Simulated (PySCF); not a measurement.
Species: aziridine, C₂H₅N.
InChI=1S/C2H5N/c1-2-3-1/h3H,1-2H2

Linear response at PBE0/aug-cc-pVTZ (PySCF, frozen core in the response, non-relativistic). Geometry: PBE0-D3(BJ)/def2-TZVP; no solvent, vibrations or thermal averaging.

Static isotropic polarisability: 32.99 au (4.89 Å³), principal values 30.3, 33.3, 35.4 au.

What is the polarisability at 1064 nm and at the sodium D line?

33.23 au at 1064 nm (+0.7 %), 33.80 au at 589.3 nm (+2.5 %). The rise at 589.3 nm is 3.35 times that at 1064 nm; a pure ω² law gives 3.26. The lowest singlet lies at 205 nm, shorter than both wavelengths.

What is the isotropic C6 coefficient between two such molecules, C6 = (3/π)∫α(iω)² dω?

481.7 au (Eh·bohr⁶) by a ten-point quadrature over imaginary frequencies, which is 288 eV·Å⁶ or 27.8 J·nm⁶/mol.

Which effective excitation energy ω̄ makes London's formula C6 = (3/4)α²ω̄ exact here?

ω̄ = 4·C6/(3α²) = 0.590 Eh = 16.1 eV. A one-pole form α(ω) = α/(1 − ω²/ω̄²) fitted to the 1064 nm value gives 13.6 eV.

The lowest 10 singlets have (eV, f): 6.06, 0.001; 6.61, 0.022; 6.79, 0.004; 6.89, 0.049; 7.81, 0.005; 7.86, 0.000; 8.10, 0.010; 8.12, 0.007; 8.30, 0.009; 8.62, 0.015. What share of the static polarisability do they carry in the sum over states α = Σ f/ω²?

1.73 au, 5.2 % of α; the largest term, 0.77 au, is that of the state at 6.89 eV. Their oscillator strengths add up to 0.12. Higher states carry the rest.

What molar refraction at the D line follows from R = (4π/3)·N_A·α′, with α′ the polarisability volume?

α′ = 5.01 Å³ gives R = 12.63 cm³/mol, for isolated, non-vibrating species.

How anisotropic is the static polarisability, by Δα² = ½[(α1 − α2)² + (α2 − α3)² + (α3 − α1)²]?

Δα = 4.4 au, or 0.13 of the isotropic value.

The run took 29 s on an Arm Neoverse N1 with one thread, shared host with 64 logical CPUs at a one-minute load of 51, and the process peaked at 0.80 GiB of memory. This is the whole response run at PBE0/aug-cc-pVTZ, SCF included.
